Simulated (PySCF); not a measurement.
BH₂⁺: fields on a plane

Method: PBE0/[B def2-TZVP, H def2-TZVP], no relativity, density fitting, PySCF.

The singlet minimum has B–H 1.179 Å (×2); H–B–H 180.0°.

The plane holds B1 at (0.00, 0.00), H2 at (1.18, 0.00), H3 at (-1.18, 0.00) Å. Columns run from x = -3.15 to 3.45 Å, rows from y = 2.25 (top) to -1.95 Å, in steps of 0.3 Å. Other isomers or separated fragments may lie lower.

Give the electron density (e/Å³) (cut at 5 e/Å³). Every second row and column.


```
0.00 0.00 0.00 0.00 0.00 0.00 0.00 0.00 0.00 0.00 0.00 0.00
0.00 0.00 0.00 0.00 0.01 0.01 0.01 0.00 0.00 0.00 0.00 0.00
0.00 0.00 0.01 0.04 0.07 0.07 0.08 0.06 0.02 0.00 0.00 0.00
0.00 0.00 0.04 0.37 0.72 0.47 0.69 0.63 0.13 0.01 0.00 0.00
0.00 0.00 0.06 1.02 1.40 5.00 1.39 1.69 0.25 0.01 0.00 0.00
0.00 0.00 0.02 0.12 0.25 0.20 0.25 0.20 0.05 0.01 0.00 0.00
0.00 0.00 0.00 0.01 0.02 0.02 0.02 0.02 0.01 0.00 0.00 0.00
0.00 0.00 0.00 0.00 0.00 0.00 0.00 0.00 0.00 0.00 0.00 0.00
```

Give the electrostatic potential (V) (cut at 20 V). Lower edges of the bins (V): '_' 3.530, '.' 3.627, ':' 3.782, '-' 4.026, '=' 4.413, '+' 5.027, '*' 6.000, '#' 7.543, '%' 9.987, '@' 13.860; top 20.0, each point printed twice.


```
..::--====++++++++********++++++++====--::..__
::--====++++++****************++++++====--::..
--====++++******############******++++====--::
--==++++******####%%%%%%%%####******++++==--::
====++****######%%%%@@@@%%%%######****++====--
==++++**####%%%%@@@@@@@@@@@@%%%%####**++++==--
==++++**##%%@@@@@@@@@@@@@@@@@@@@%%##**++++==--
==++****##@@@@@@@@@@@@@@@@@@@@@@@@##****++==--
==++****##@@@@@@@@@@@@@@@@@@@@@@@@##****++==--
==++++**##%%@@@@@@@@@@@@@@@@@@@@%%##**++++==--
==++++**####%%%%@@@@@@@@@@@@%%%%####**++++==--
====++****######%%%%@@@@%%%%######****++====--
--==++++******####%%%%%%%%####******++++==--::
--====++++******############******++++====--::
::--====++++++****************++++++====--::..
```
